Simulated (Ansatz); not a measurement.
Ansatz (a quantum-chemistry and plane-wave program) input (revPBE/def2-TZVPD):

Ansatz 0.2 input:
```yaml
crystal:
  periodic: [false, false, false]
  atoms:
    - {symbol: C, position_ang: [0.00120855, 0.02708658, 0.35198259]}
    - {symbol: H, position_ang: [0.00587364, -0.08304392, 1.45078206]}
    - {symbol: C, position_ang: [-0.00664579, 1.48103266, 0.03757694]}
    - {symbol: H, position_ang: [-0.93626071, 2.03281437, -0.01005973]}
    - {symbol: H, position_ang: [0.91748488, 2.04131070, -0.01707847]}
    - {symbol: C, position_ang: [1.26857642, -0.66006722, -0.16919792]}
    - {symbol: H, position_ang: [1.30800293, -0.61547010, -1.26008847]}
    - {symbol: H, position_ang: [2.16712783, -0.17716068, 0.21971490]}
    - {symbol: H, position_ang: [1.29371115, -1.71022549, 0.12827181]}
    - {symbol: C, position_ang: [-1.26371755, -0.67167357, -0.15961002]}
    - {symbol: H, position_ang: [-1.31181055, -0.62747758, -1.25016920]}
    - {symbol: H, position_ang: [-1.27697189, -1.72200779, 0.13800506]}
    - {symbol: H, position_ang: [-2.16368700, -0.19701026, 0.23611246]}
basis:
  gaussian:
    orbitals: def2-TZVPD
hamiltonian:
  xc: {name: revPBE}
magnetization: {spin_polarized: true, initial_magnetization: 1}
output: {forces: true}
```

Output:

```
Functional definition: revPBE
integrals: 0.12 GiB planned
1155 factors; their error is unknown
mean field: 1.39 GiB planned
mean field evaluation 1: about -4278.5023 eV, gradient 5.6e1 eV
mean field evaluation 2: about -4244.4989 eV, gradient 9.4e1 eV
mean field evaluation 4: about -4293.4261 eV, gradient 7.7e0 eV
mean field evaluation 8: about -4293.6838 eV, gradient 9.1e-2 eV
mean field evaluation 16: about -4293.6242 eV, gradient 2.3e-4 eV
mean field -4293.62415313 eV, -157.7877773045 hartree, gradient 4.3e-5 eV, S^2 0.754124; 0 other end points of the search recorded, 0 dependent functions left out
the calculation of the forces begins
reference -4293.62421496 eV, -157.7877795768 hartree; 17, 16 occupied and 212, 213 virtual orbitals, 1155 factors
Total energy: -4293.62421496 eV, -157.7877795768 hartree
Atom 0 at     0.001209     0.027087     0.351983 Å, force    -0.000604     0.042163    -0.108422 eV/Å
Atom 1 at     0.005874    -0.083044     1.450782 Å, force     0.001377    -0.036464     0.319629 eV/Å
Atom 2 at    -0.006646     1.481033     0.037577 Å, force     0.000204    -0.045563    -0.001200 eV/Å
Atom 3 at    -0.936261     2.032814    -0.010060 Å, force    -0.276208     0.186653    -0.017023 eV/Å
Atom 4 at     0.917485     2.041311    -0.017078 Å, force     0.274349     0.189176    -0.019108 eV/Å
Atom 5 at     1.268576    -0.660067    -0.169198 Å, force    -0.001451     0.006028     0.029730 eV/Å
Atom 6 at     1.308003    -0.615470    -1.260088 Å, force     0.029518     0.003784    -0.296737 eV/Å
Atom 7 at     2.167128    -0.177161     0.219715 Å, force     0.261808     0.118654     0.101155 eV/Å
Atom 8 at     1.293711    -1.710225     0.128272 Å, force     0.026845    -0.294999     0.077717 eV/Å
Atom 9 at    -1.263718    -0.671674    -0.159610 Å, force     0.001621     0.006042     0.029718 eV/Å
Atom 10 at    -1.311811    -0.627478    -1.250169 Å, force    -0.031798     0.003503    -0.296505 eV/Å
Atom 11 at    -1.276972    -1.722008     0.138005 Å, force    -0.023550    -0.295230     0.077907 eV/Å
Atom 12 at    -2.163687    -0.197010     0.236112 Å, force    -0.262111     0.116252     0.103138 eV/Å
Dipole moment:     0.000430    -0.049881     0.053181 e Å
```

It need not be the lowest isomer of its formula.
